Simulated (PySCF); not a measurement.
Ionisation energy of Ar by level of theory

Ar [Ar] (1S) → Ar⁺ [Ne] 3s2 3p5 (2P), as a difference of total energies. All numbers are calculated (PySCF 2.14, no relativity, point nucleus, in 6-31G* (4s3p1d, 18 functions)). Correlated levels: valence: [Ne] frozen. The calculations carry no spin-orbit coupling.

```tsv
method	ionisation energy (eV)	error (eV)
UHF	14.659	-1.160
r2SCAN	15.839	+0.020
M06-L	15.926	+0.107
MP2 (valence)	15.342	-0.477
SCS-MP2 (valence)	15.261	-0.558
CCSD (valence)	15.215	-0.604
CCSD(T) (valence)	15.223	-0.596
```

Reference: 15.819 eV (measured; NIST levels, between the centres of gravity of the two terms).

Errors of the correlated levels include the incompleteness of this basis and the frozen core.
